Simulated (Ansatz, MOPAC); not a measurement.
Species: CHCl₂, net charge -1, singlet state. SMILES: Cl[CH-]Cl

Atoms: C1, Cl2, Cl3, H4. Bonds: C1-Cl2, C1-Cl3, C1-H4.

Bond lengths (Å) and angles (degrees) optimised at AM1 with MOPAC; PM6 with MOPAC; PM7 with MOPAC; HF/STO-3G with Ansatz (a first-principles code); HF/6-31G* with Ansatz; B3LYP/6-31G* with Ansatz, each started from the B3LYP-D3(BJ)/def2-TZVP structure (Ansatz) of the last column. A row stands for all coordinates that are equal there. 6-31G* holds six Cartesian d functions. No wavenumbers were computed at HF/STO-3G, so these may be saddle points.

```json
[
 {"coordinate": "C1-Cl2", "AM1": "1.809", "PM6": "1.865", "PM7": "1.885", "HF/STO-3G": "1.948", "HF/6-31G*": "1.948", "B3LYP/6-31G*": "1.986", "B3LYP-D3(BJ)/def2-TZVP": "1.934"},
 {"coordinate": "C1-H4", "AM1": "1.118", "PM6": "1.099", "PM7": "1.102", "HF/STO-3G": "1.118", "HF/6-31G*": "1.088", "B3LYP/6-31G*": "1.115", "B3LYP-D3(BJ)/def2-TZVP": "1.103"},
 {"coordinate": "Cl2-C1-Cl3", "AM1": "109.1", "PM6": "104.7", "PM7": "106.3", "HF/STO-3G": "103.3", "HF/6-31G*": "104.5", "B3LYP/6-31G*": "105.0", "B3LYP-D3(BJ)/def2-TZVP": "104.9"},
 {"coordinate": "Cl2-C1-H4", "AM1": "102.2", "PM6": "104.2", "PM7": "101.2", "HF/STO-3G": "95.8", "HF/6-31G*": "96.4", "B3LYP/6-31G*": "94.7", "B3LYP-D3(BJ)/def2-TZVP": "96.4"}
]
```

Mean signed difference of all 3 bond lengths from B3LYP-D3(BJ)/def2-TZVP: AM1 -0.079 Å, PM6 -0.048 Å, PM7 -0.033 Å, HF/STO-3G 0.014 Å, HF/6-31G* 0.004 Å, B3LYP/6-31G* 0.038 Å.
